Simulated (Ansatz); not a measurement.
A made-up structure of CH4BN, closed shell:

```xyz
7
angstrom
C 1.2184 -0.8508 0.9905
B 0.3742 -0.2615 0.3040
N -0.6724 0.4697 -0.5468
H -1.4244 -0.1626 -0.8208
H -0.2517 0.8466 -1.3961
H -1.0852 1.2450 -0.0282
H 1.9411 -1.3562 1.5787
```

It is relaxed with PBE-D4/def2-SVP and then PBE0-D4/def2-TZVP (Ansatz 0.2.0). Atoms count as bonded within 1.22 times the sum of their covalent radii (H–H: 0.88 Å). The end point is not checked to be a true minimum.

Q: Does its bonding change? (Judge from chemistry; the calculation decides.)

A: The calculation gives: No: no bond forms or breaks.

Where it ends: The first stage lowers the energy by 0.29 eV in 5 steps. It ends as CH₄BN ([CH][B][NH3]):
```tsv
atom	x (Å)	y (Å)	z (Å)
C1	1.2404	-0.8665	1.0086
B2	0.3568	-0.2494	0.2901
N3	-0.6752	0.4716	-0.5490
H4	-1.4321	-0.1521	-0.8286
H5	-0.2644	0.8526	-1.4013
H6	-1.0945	1.2494	-0.0395
H7	1.9690	-1.3755	1.6011
```

Labels in which every atom is bracketed show which atoms are joined, not bond orders.

For scale, one of the runs: PBE0-D4/def2-TZVP relaxation, 117 basis functions, launched by `ansatz run in.yaml --threads 2 --pin off --events-out ev --progress --plain --max-ram 4352MiB`. The run took about 8 s on 2 CPU threads of an Arm Neoverse V1 (shared host).
